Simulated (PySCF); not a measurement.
Tetramethylene sulfoxide, C₄H₈OS.
Numbering: `[O:1]=[S:2]1[CH2:3][CH2:4][CH2:5][CH2:6]1`

Geometry (PBE0-D3(BJ)/def2-SVP, Å), atoms numbered from 1 in this order:
```
atom  x, y, z in Å
O1     0.1471    2.2497    0.9769
S2     0.1434    1.6642   -0.4093
C3     1.3484    0.2550   -0.3380
C4     0.5922   -1.0252    0.0339
C5    -0.7957   -0.6210    0.5301
C6    -1.2486    0.4714   -0.4183
H7     1.8908    0.1927   -1.2929
H8     2.0377    0.6069    0.4425
H9     1.1436   -1.6102    0.7851
H10    0.4886   -1.6651   -0.8574
H11   -1.4951   -1.4702    0.5595
H12   -0.7322   -0.1920    1.5428
H13   -1.3826    0.1122   -1.4530
H14   -2.1386    1.0338   -0.1034
```

Computed, not measured: delta-SCF UKS SCAN, pcX-2 on the ionised atom, pcseg-1 elsewhere, spin-free X2C (PySCF). Every row has its own mixed basis.

| ionised atom | basis functions | E(ionised) (Eh) | binding energy (eV) |
| --- | --- | --- | --- |
| C3 | 159 | -620.89545 | 290.962 |
| C4 | 159 | -620.88821 | 291.123 |
| O1 | 159 | -611.91301 | 536.149 |
| S2 | 170 | -540.61690 | 2479.604 |

Q: Fill in the total energy of each ground state.

A: With binding energy = E(ionised) − E(ground) and 27.2114 eV a hartree:

| atom | binding energy (Eh) | E(ground) (Eh) |
| --- | --- | --- |
| C3 | 10.6927 | -631.5881 |
| C4 | 10.6986 | -631.5868 |
| O1 | 19.7031 | -631.6161 |
| S2 | 91.1238 | -631.7407 |

Q: How much do the ground-state energies differ, and what would follow from using one of them for all holes?

A: They run from -631.7407 Eh (core basis on S2) to -631.5868 Eh (on C4), 0.1539 Eh or 4.19 eV apart, for one and the same state in different bases and grids. Pairing the ion of C4 with the ground state of S2 would put its binding energy 4.19 eV too high.

The 2 C 1s values lie within 0.16 eV of each other; Gaussian lines of 0.5 eV full width would blend them into one maximum.

Only 1s holes are shown. One atom of each set of topologically equivalent atoms was ionised and stands for the set; in this conformer not all members are related by symmetry, and their own values weren't computed. Geometry: PBE0-D3(BJ)/def2-SVP, one conformer, isolated molecule.

Hardware: one thread of an x86-64 server, shared host. Cost: 48 s wall.
